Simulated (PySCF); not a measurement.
Calculation: PBE-D3(BJ)/def2-TZVP // B3LYP-D3(BJ)/def2-TZVP (PySCF). Isolated molecules, 0 K electronic values unless said otherwise. One relaxed conformer stands for a flexible species; it need not be the lowest. 

Reference species (SMILES): `CCN` (neutral, multiplicity 1).

```json
{
  "HOMO": "-5.30 eV",
  "HOMO–LUMO gap": "5.59 eV"
}
```

Changed species: `BCC` (X = boryl; the reference has X = amino).

Task: What does the change do to the HOMO and HOMO–LUMO gap?

Result: the HOMO drops by 2.13 eV, to -7.43 eV; the HOMO–LUMO gap falls by 0.46 eV, to 5.13 eV.
